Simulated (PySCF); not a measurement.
System: zinc-blende BAs. Method: PBE0 (GTH pseudopotentials, Gaussian basis, DZ basis; PySCF).

The same calculation (at the measured cell, 13.626 Å³/atom) with different numerical settings:

```json
[
 {"run": "1", "k mesh": "2×2×2", "gap on the mesh (eV)": "3.233", "total energy (eV/atom)": "-123.0955"},
 {"run": "2", "k mesh": "3×3×3", "gap on the mesh (eV)": "2.854", "total energy (eV/atom)": "-124.1459"},
 {"run": "3", "k mesh": "4×4×4", "gap on the mesh (eV)": "2.872", "total energy (eV/atom)": "-124.3477"}
]
```

In the column total energy (eV/atom) the first row differs from the last by +1.2522 and the next to last by +0.2018.

The last row is no converged limit: other settings stay fixed.

Spin–orbit coupling is not included.
